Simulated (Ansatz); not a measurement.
Cost and result for the atomization energy of C₈H₁₈, SMILES `CCCC(C)(C)CC` (26 atoms, 25 bonds).

```xyz
26

C    -1.6416   -0.3876    2.1421
C    -1.5389   -0.9189    0.7203
C    -0.1342   -1.1323    0.1611
C     0.7608    0.0851   -0.1400
C     1.3249    0.7060    1.1381
C     1.9481   -0.4152   -0.9632
C     0.0021    1.1756   -0.9091
C    -0.5882    0.7645   -2.2481
H    -2.6650   -0.4819    2.5137
H    -0.9900   -0.9439    2.8219
H    -1.3704    0.6665    2.2146
H    -2.0418   -1.8915    0.6836
H    -2.1129   -0.2718    0.0488
H    -0.2429   -1.6974   -0.7713
H     0.4192   -1.7952    0.8387
H     1.8166   -0.0494    1.7574
H     0.5553    1.1861    1.7424
H     2.0695    1.4683    0.8902
H     2.5245   -1.1510   -0.3950
H     2.6209    0.4083   -1.2203
H     1.6290   -0.8950   -1.8910
H     0.6886    2.0164   -1.0641
H    -0.7965    1.5630   -0.2666
H     0.1846    0.4569   -2.9559
H    -1.2929   -0.0645   -2.1476
H    -1.1290    1.5988   -2.7009
```

The species carries charge 0 and has multiplicity 1. Geometry: relaxed with PBE0-D4/def2-TZVP. It is one conformer, not always the lowest. Program: Ansatz. All runs use 4 threads of an AMD EPYC 7R13 on a shared host and a share of an NVIDIA H100 80 GB. Times are those of one run each, without the atoms' runs, and a repeat can differ threefold. Electronic energies, without spin–orbit coupling; frozen cores. CCSD(T)/CBS adds CCSD(T) − MP2 in def2-TZVPP to the MP2 limit, and its time is that of the two runs behind it. T1 = 0.009. B3LYP takes the VWN-RPA correlation (the form of Gaussian; ORCA's B3LYP/G).

CCSD(T)/CBS is a level of theory with its own doubt, some kJ/mol a heavy atom from the limit and from the frozen cores, so smaller differences don't rank the functionals.

```csv
level,functions,wall time
B2PLYP/def2-TZVPP,500,2.9 s
PBE-D4/def2-TZVPP (with forces),500,3.7 s
PBE0-D4/def2-TZVPP,500,3.7 s
r2SCAN-D4/def2-TZVPP (with forces),500,4.2 s
ωB97X-V/def2-TZVPP,500,4.9 s
B3LYP-D4/def2-TZVPP (with forces),500,5.5 s
ωB97M-V/def2-TZVPP (with forces),500,5.5 s
MP2/def2-QZVPP,996,9 s
CCSD(T)/def2-TZVPP,500,45 s
CCSD(T)/CBS(def2),–,54 s
```

(1) What atomization energy does each give, and how far from CCSD(T)/CBS? (Estimate.)

Results:

(1) The calculation gave: 
| level | atomization (kJ/mol) | difference from CCSD(T)/CBS | per bond |
| --- | --- | --- | --- |
| B2PLYP/def2-TZVPP | 10262.0 | -106.6 | -4.3 |
| PBE-D4/def2-TZVPP (with forces) | 10531.3 | 162.7 | 6.5 |
| PBE0-D4/def2-TZVPP | 10438.6 | 70.0 | 2.8 |
| r2SCAN-D4/def2-TZVPP (with forces) | 10384.3 | 15.7 | 0.6 |
| ωB97X-V/def2-TZVPP | 10379.2 | 10.6 | 0.4 |
| B3LYP-D4/def2-TZVPP (with forces) | 10372.8 | 4.2 | 0.2 |
| ωB97M-V/def2-TZVPP (with forces) | 10393.9 | 25.3 | 1.0 |
| MP2/def2-QZVPP | 10364.9 | -3.7 | -0.1 |
| CCSD(T)/def2-TZVPP | 10165.5 | -203.1 | -8.1 |
| CCSD(T)/CBS(def2) | 10368.6 | 0.0 | 0.0 |

From PBE to PBE0 (25 % exact exchange), in def2-TZVPP and without D4, the atomization energy moves by −83.6 kJ/mol: exact exchange takes away binding that semilocal exchange gives to molecules. The D4 term adds +97.6 kJ/mol with B3LYP and +53.3 kJ/mol with PBE0; it sums over pairs of atoms, weighted by their polarisabilities, and B3LYP, whose exchange is more repulsive, gets the larger term. In def2-TZVPP, CCSD(T) changes the Hartree–Fock value by +2281.1 kJ/mol (the triples alone add +116.4 kJ/mol) and MP2 by +2361.8 kJ/mol; breaking electron pairs costs correlation energy, which Hartree–Fock lacks.
